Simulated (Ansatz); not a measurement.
**C3H4ClFO: one species, many methods**

Aim: compute C3H4ClFO with functionals from several rungs and with coupled cluster, and see how far each lands from CCSD(T) at the basis-set limit for the atomisation energy.

Method: functionals in def2-TZVPP, the program's frozen cores in correlated methods; program: Ansatz 0.2.0, Gaussian basis.

Plan: PBE-D4, r2SCAN-D4, PBE0-D4, B3LYP-D4, ωB97X-V, ωB97M-V, B2PLYP; CCSD(T)/def2-TZVPP; MP2/def2-QZVPP; extrapolation to the limit.

**1. The geometry**

All runs share one geometry, relaxed beforehand with PBE0-D4 in a triple-zeta def2 set.

SMILES `FC1(Cl)COC1`, 10 atoms, charge 0, spin multiplicity 1.

Atoms are counted from 1 here; the program's logs count them from 0.

Bond lengths: F1–C2 1.355 Å, C2–Cl3 1.765 Å, C2–C4 1.526 Å, C2–C6 1.526 Å, C4–O5 1.433 Å, C4–H7 1.094 Å, C4–H8 1.091 Å, O5–C6 1.433 Å, C6–H9 1.094 Å, C6–H10 1.091 Å. Angles: F1–C2–Cl3 108.3°, F1–C2–C4 114.6°, F1–C2–C6 114.6°, Cl3–C2–C4 116.2°, Cl3–C2–C6 116.2°, C4–C2–C6 85.6°, C2–C4–O5 90.8°, C2–C4–H7 112.8°, C2–C4–H8 115.9°, O5–C4–H7 112.6°, O5–C4–H8 112.6°, H7–C4–H8 110.8°, C4–O5–C6 92.7°, C2–C6–O5 90.8°, C2–C6–H9 112.8°, C2–C6–H10 115.9°, O5–C6–H9 112.6°, O5–C6–H10 112.6° and more.

**2. PBE-D4 (GGA)**

The input, in.yaml:

```yaml
crystal:
  periodic: [false, false, false]
  atoms:
    - {symbol: F, position_ang: [-0.309566, -1.793427, 0.446841]}
    - {symbol: C, position_ang: [0.310137, -0.605343, 0.247404]}
    - {symbol: Cl, position_ang: [2.006918, -0.780333, 0.702373]}
    - {symbol: C, position_ang: [0.038267, 0.032954, -1.111972]}
    - {symbol: O, position_ang: [-0.600318, 1.150517, -0.482063]}
    - {symbol: C, position_ang: [-0.423752, 0.599783, 0.829059]}
    - {symbol: H, position_ang: [-0.650782, -0.555027, -1.725608]}
    - {symbol: H, position_ang: [0.919027, 0.322497, -1.687355]}
    - {symbol: H, position_ang: [-1.371823, 0.329587, 1.303628]}
    - {symbol: H, position_ang: [0.164991, 1.247591, 1.480493]}
basis:
  gaussian: {orbitals: def2-TZVPP}
hamiltonian: {xc: pbe, dispersion: d4}
output: {forces: true, orbitals: {seedname: orbitals}}
```

On the command line:

```bash
$ ansatz run in.yaml --threads 4 --pin off --events-out ev --progress --plain --max-ram 10444MiB
```

After this run come: r2SCAN-D4 (meta-GGA); PBE0-D4 (hybrid); B3LYP-D4 (hybrid); ωB97X-V (range-separated); ωB97M-V (range-separated); B2PLYP (double hybrid); CCSD(T) in def2-TZVPP; MP2 in def2-QZVPP.

Q: Predict the results of all the runs planned. Wanted: atomisation energy, CCSD(T)/CBS; farthest; mean size of error, hybrid; mean size of error, range-separated; gap, smallest and largest; T1 diagnostic; triples share of the correlation energy.

**Answer**, as computed:

| quantity | value |
| --- | --- |
| atomisation energy, CCSD(T)/CBS | 936.5 kcal/mol |
| functionals within 4.7 kcal/mol (0.5 %) | B3LYP-D4 |
| farthest | PBE-D4 (+39.8 kcal/mol) |
| mean size of error, hybrid | 8.1 kcal/mol |
| mean size of error, range-separated | 6.2 kcal/mol |
| gap, smallest and largest | 5.67 eV (PBE-D4), 13.24 eV (ωB97X-V) |
| T1 diagnostic | 0.0111 |
| triples share of the correlation energy | 3.9 % |

PBE-D4 is off by +39.8 kcal/mol. Double hybrids carry the basis error of their MP2 part in triple zeta, and no dispersion term here, so their miss is partly the set-up's. Misses under about 4.7 kcal/mol are within the doubt on the reference itself, which lacks core-valence correlation, relativity and higher excitations. Hartree-Fock recovers 69 % of the binding; the rest is correlation. The gap grows from 5.7 to 13.2 eV across the functionals, mostly with the share of exact exchange.
